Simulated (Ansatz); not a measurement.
Write a Python script for Ansatz 0.2.0 through its Python package that makes a single point in a Gaussian basis of C4H4O, SMILES CC#CC=O. Level of theory: CCSD, 6-31G* basis, multiplicity 1.

The script reads `c4h4o.xyz`:
```text
9

C    -0.76440   -1.56170   -0.61210
C    -0.18110   -0.30200   -0.12130
C     0.32140    0.69940    0.27520
C     1.06590    1.90500    0.77680
O     2.18550    2.08760    0.57730
H    -1.41390   -1.97750    0.15530
H    -0.03460   -2.23480   -0.95720
H    -1.43200   -1.27450   -1.47540
H     0.34170    2.61230    1.36420
```

The script, `energy_c4h4o.py`:
```python
from pathlib import Path

import ansatz as az

molecule = az.Crystal.molecule_from_extxyz("c4h4o.xyz")

calc = molecule.calculation().basis(gaussian="6-31G*").correlation("CCSD").orbitals()
outcome = calc.run(threads=1, runs_dir="runs")
r = outcome.report

print(f"E = {r['free_energy_ev']:.6f} eV = {r['free_energy_ev'] / 27.211386246:.7f} Ha")
print("converged:", r["converged"], " doubts:", r["published_state_doubts"] or "none")

print("correlation energy", round(r["free_energy_ev"] - r["reference_energy_ev"], 5), "eV")
cluster = r["correlation"].get("coupled_cluster")
if cluster:
    print("cycles", cluster["cycles"], " T1 diagnostic", round(cluster["t1_diagnostic"], 4), " largest double", round(cluster["largest_double"], 4))

state = r["mean_field"]["state"]
print(f"mean field: {state['energy']['hartree']:.7f} Ha, <S^2> = {abs(state['spin_squared']):.4f}, stability: {state.get('stability', {}).get('kind')}")

lines = Path(r["orbitals_path"]).read_text().splitlines()
field_of = lambda key: [line.split("=")[1].strip() for line in lines if line.startswith(key)]
orbitals = [(27.211386 * float(e), s, float(n)) for e, s, n in zip(field_of("Ene="), field_of("Spin="), field_of("Occup="))]
homo = max(e for e, _, n in orbitals if n > 0.5)
lumo = min(e for e, _, n in orbitals if n < 0.5)
print(f"HOMO {homo:.3f} eV, LUMO {lumo:.3f} eV, gap {lumo - homo:.3f} eV")
```

```console
$ python energy_c4h4o.py
E = -6238.911846 eV = -229.2757814 Ha
converged: True  doubts: none
correlation energy -18.97962 eV
cycles 10  T1 diagnostic 0.014  largest double 0.0761
mean field: -228.5782932 Ha, <S^2> = 0.0000, stability: minimum
HOMO -10.765 eV, LUMO 3.132 eV, gap 13.896 eV
```

Caveats:
- Total energies depend on the basis set; only differences at equal settings carry meaning.
- The geometry is a force-field or estimated start, not a minimum of this method, and the basis set is short of its limit.
- Levels such as HOMO and LUMO are orbital energies: in Hartree-Fock the gap is too wide and the LUMO hangs on the basis.
- Inner cores stay frozen, so this is valence correlation.
- S² is that of the Hartree-Fock reference.
- Run time: 4.8 s on 1 thread of Arm Neoverse V2, with other jobs on the host, peak memory 0.34 GiB.
